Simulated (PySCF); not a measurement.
# [PH2]− (phosphanide): levels of theory compared

Aim: a comparison of 6 runs (M06-2X/6-31G*, PBE/6-31G*, MP2/6-31G*, CCSDT/6-31G*, NEVPT2(8,6)/6-31G*, CISD/6-31G*) of [PH2]− (phosphanide). Input form: a Python script.

The calculation is run with PySCF 2.14.0.

2 further runs of the same task are left out: 2 set aside as unsound or not needed.

**1. The structure to begin with**

[PH2]−: 3 atoms, total charge -1, spin state singlet. As SMILES, `[PH2-]`. The P1–H3 distance was set to 2.421 Å, away from the relaxed value. At this shape a bond of the SMILES string is far longer than usual.

Bond lengths: P1–H2 1.345 Å.

**2. The energy at M06-2X/6-31G(d) (spherical functions) (run 1)**

calc.py

```python
from pyscf import gto, dft

mol = gto.Mole()
mol.atom = 'P 1.381654 0.028875 0.769233; H 0.988324 1.312675 0.689313; H -0.604500 -0.696650 -0.410180'
mol.basis = '6-31g*'
mol.charge = -1
mol.max_memory = 1860
mol.verbose = 3
mol.build()

calc0 = dft.RKS(mol, xc='m06-2x')
calc0.grids.level = 5
calc0.conv_tol = 1e-10
calc0.kernel()
if not calc0.converged:
    calc0 = calc0.newton().run(calc0.mo_coeff, calc0.mo_occ)

e_tot = calc0.e_tot
print('E = %.10f Eh' % e_tot)
```

The run is started by

```sh
OMP_NUM_THREADS=1 python calc.py
```

Output:

```text
converged SCF energy = -342.379780724194
E = -342.3797807242 Eh
```

Wall time 2.1 s (1 thread of Arm Neoverse V2, shared host); peak memory 0.19 GiB.

**3. A single-point energy at PBE/6-31G(d) (spherical functions) (run 2)**

mol.xyz

```xyz
3

P      1.381654     0.028875     0.769233
H      0.988324     1.312675     0.689313
H     -0.604500    -0.696650    -0.410180
```

run.py

```python
from pyscf import gto, dft

mol = gto.Mole()
mol.atom = 'mol.xyz'
mol.max_memory = 1860
mol.verbose = 3
mol.basis = '6-31g*'
mol.charge = -1
mol.build()

ks = dft.RKS(mol, xc='pbe')
ks.grids.level = 5
ks.conv_tol = 1e-10
ks.kernel()
if not ks.converged:
    ks = ks.newton().run(ks.mo_coeff, ks.mo_occ)

e_tot = ks.e_tot
print('Final energy', e_tot)
```

The run is started by

```sh
OMP_NUM_THREADS=1 python run.py
```

Output:

```text
converged SCF energy = -342.252533153762
Final energy -342.2525331537622
```

Run time: 1.6 s. Hardware: 1 thread of Arm Neoverse V2, shared host; peak memory 0.18 GiB.

**4. The energy at MP2/6-31G(d) (spherical functions) (run 3)**

run.py

```python
from pyscf import gto, mp

mol = gto.Mole()
mol.atom = '''
P    1.381654   0.028875   0.769233
H    0.988324   1.312675   0.689313
H   -0.604500  -0.696650  -0.410180
'''
mol.verbose = 3
mol.max_memory = 1860
mol.basis = '6-31g*'
mol.charge = -1
mol.spin = 0
mol.build()

myscf = mol.RHF()
myscf.conv_tol = 1e-10
myscf.kernel()
if not myscf.converged:
    myscf = myscf.newton().run(myscf.mo_coeff, myscf.mo_occ)

pt = mp.MP2(myscf, frozen=5).run()
energy = pt.e_tot
print('Final energy', energy)
```

The run is started by

```sh
OMP_NUM_THREADS=1 python run.py
```

Output:

```text
converged SCF energy = -341.73672644538
E(RMP2) = -341.843208998241  E_corr = -0.106482552860388
E(SCS-RMP2) = -341.849808306651  E_corr = -0.113081861270921
Final energy -341.8432089982408
```

Wall time 0.62 s (1 thread of Arm Neoverse V2, shared host); peak memory 0.12 GiB.

Runs 4 to 5 aren't shown in full; the table further down has their settings and results.

**5. A single-point energy at CISD/6-31G(d) (spherical functions) (run 6)**

job.py

```python
from pyscf import gto, scf, ci

mol = gto.M(
    atom='''
P      2.610948     0.054566     1.453640
H      1.867662     2.480596     1.302613
H     -1.142339    -1.316478    -0.775128
''',
    charge=-1,
    spin=0,
    basis='6-31g*',
    verbose=3,
    max_memory=1860,
    unit='bohr',
)

mf = scf.RHF(mol)
mf.conv_tol = 1e-10
mf.kernel()
if not mf.converged:
    mf = mf.newton().run(mf.mo_coeff, mf.mo_occ)

cisd = ci.CISD(mf, frozen=5)
cisd.kernel()
e_final = cisd.e_tot
print('E(%s) = %.9f' % ('CISD', e_final))
```

The run is started by

```sh
OMP_NUM_THREADS=1 python job.py
```

Output:

```text
converged SCF energy = -341.736726417236
E(RCISD) = -341.8684877161925  E_corr = -0.1317612989566888
E(CISD) = -341.868487716
```

Run time: 0.56 s. Hardware: 1 thread of Arm Neoverse V2, shared host; peak memory 0.1 GiB.

**6. The series**

| run | level | integration grid | frozen core orbitals | energy (Eh) | HOMO energy (eV) | LUMO energy (eV) | HOMO–LUMO gap (eV) | wall time |
| --- | --- | --- | --- | --- | --- | --- | --- | --- |
| 1 | M06-2X/6-31G* (spherical functions) | 5 | – | -342.379781 | 0.19 | 4.85 | 4.66 | 2.1 s |
| 2 | PBE/6-31G* (spherical functions) | 5 | – | -342.252533 | 2.33 | 3.21 | 0.88 | 1.6 s |
| 3 | MP2/6-31G* (spherical functions) | – | 5 | -341.843209 | -1.59 | 7.25 | 8.84 | 0.62 s |
| 4 | CCSDT/6-31G* (spherical functions) | – | 5 | -341.884465 | -1.59 | 7.25 | 8.84 | 2 s |
| 5 | NEVPT2(8,6)/6-31G* (spherical functions) | – | – | -341.866498 | -1.59 | 7.25 | 8.84 | 1.1 s |
| 6 | CISD/6-31G* (spherical functions) | – | 5 | -341.868488 | -1.59 | 7.25 | 8.84 | 0.56 s |

**7. Summary of results**

```
                                                    quantity          value
                                         run 6: total energy  -341.86849 Eh
                  run 6: HOMO energy (Hartree–Fock orbitals)       -1.59 eV
                  run 6: LUMO energy (Hartree–Fock orbitals)        7.25 eV
run 6: HOMO–LUMO gap (to an unbound level, set by the basis)        8.84 eV
          run 6: correlation energy (5 core orbitals frozen)     -131.8 mEh
```

What this shows: Totals of different functionals can't be ranked against each other. In runs 1, 2 the HOMO lies above zero, so the outermost electron may be held by the basis alone. All runs together took 8.1 s, the longest 2.1 s.
